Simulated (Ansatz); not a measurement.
Geometry optimisation, Ansatz 0.2.0, RKS PBE0-D4/def2-SVP.

The input (input.yaml):

```yaml
crystal:
  periodic: [false, false, false]
  atoms:
    - { symbol: O, position_ang: [-1.1217, -0.5296, -0.0941] }
    - { symbol: C, position_ang: [-0.0663, 0.2548, 0.3434] }
    - { symbol: O, position_ang: [1.055, -0.5503, 0.288] }
    - { symbol: H, position_ang: [-1.0853, -0.4398, -1.0779] }
    - { symbol: H, position_ang: [0.0757, 1.1514, -0.2798] }
    - { symbol: H, position_ang: [1.09297, -0.7884, 1.24819] }
    - { symbol: H, position_ang: [1.445, -0.525, -0.6049] }
basis:
  gaussian: { orbitals: def2-SVP }
hamiltonian:
  xc: pbe0
  dispersion: d4
relax:
  f_tol: 0.02
  max_steps: 50
```

Command:

```bash
$ ansatz run input.yaml --threads 1 --pin off --max-ram 2048MiB --backend cpu --events-out ev --progress --plain --runs-dir out
```

Problem. Where does it end, and by what steps?

Solution. It converged. After 16 steps the energy has fallen by 2.253 eV; H7 moved furthest, 1.10 Å. Parted: C2–O3 (1.38 → 2.49 Å).

```tsv
step	energy less start (eV)	largest force component (eV/Å)	accepted
0	0.0000	3.907	yes
1	-0.6627	2.519	yes
2	-1.1397	2.672	yes
3	-1.4216	2.323	yes
4	-1.8156	1.244	yes
5	-2.0646	0.658	yes
6	-2.1222	0.936	yes
7	-2.1091	0.866	no
8	-2.1818	0.426	yes
9	-2.2078	0.158	yes
10	-2.2218	0.843	yes
11	-2.2441	0.368	yes
12	-2.2477	0.176	yes
13	-2.2513	0.131	yes
14	-2.2527	0.119	yes
15	-2.2530	0.069	yes
16	-2.2532	0.017	yes
```

```xyz
7
Properties=species:S:1:pos:R:3
O -1.259 -0.458 -0.385
C -0.490 0.194 0.433
O 1.884 -0.514 0.192
H -1.459 0.011 -1.216
H -0.250 1.194 -0.019
H 1.196 -0.420 0.889
H 1.773 -1.435 -0.072
```

Whether the end is a true minimum wasn't checked by a vibrational analysis.

Run time: 53 s on 1 thread of Intel(R) Xeon(R) Processor @ 2.50GHz (Skylake/Cascade Lake), on a shared host, peak memory 0.12 GiB.
